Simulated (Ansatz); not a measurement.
Relaxation of H7N2 (9 atoms, charge 1, multiplicity 1), to a largest force component of 0.02 eV/Å in at most 40 steps.

The calculation used Ansatz 0.2.0, RKS LDA/def2-SVP.

```xyz
9
Properties=species:S:1:pos:R:3
N -0.064 -0.045 -1.282
H 0.030 0.892 -1.671
H 0.681 -0.629 -1.658
H -0.958 -0.431 -1.583
H -0.001 -0.013 -0.042
N 0.064 0.043 1.291
H 0.977 -0.258 1.618
H -0.089 0.995 1.607
H -0.640 -0.552 1.720
```

Where does it end, and by what steps?

The forces met the threshold. Limits of this set-up: the dipole of an ion depends on the origin. After 3 steps the energy has fallen by 0.056 eV; H2 moved furthest, 0.06 Å.

```json
{"step": "0", "energy less start (eV)": "0.0000", "largest force component (eV/Å)": "0.755", "accepted": "yes"}
{"step": "1", "energy less start (eV)": "-0.0480", "largest force component (eV/Å)": "0.371", "accepted": "yes"}
{"step": "2", "energy less start (eV)": "-0.0536", "largest force component (eV/Å)": "0.113", "accepted": "yes"}
{"step": "3", "energy less start (eV)": "-0.0561", "largest force component (eV/Å)": "0.003", "accepted": "yes"}
```

```xyz
9
Properties=species:S:1:pos:R:3
N -0.065 -0.047 -1.305
H 0.052 0.890 -1.729
H 0.670 -0.657 -1.703
H -0.976 -0.417 -1.629
H 0.000 0.000 -0.001
N 0.065 0.047 1.305
H 0.997 -0.240 1.652
H -0.113 1.002 1.663
H -0.631 -0.579 1.746
```

Time of the run: 2.2 s on 1 CPU thread of a shared host.
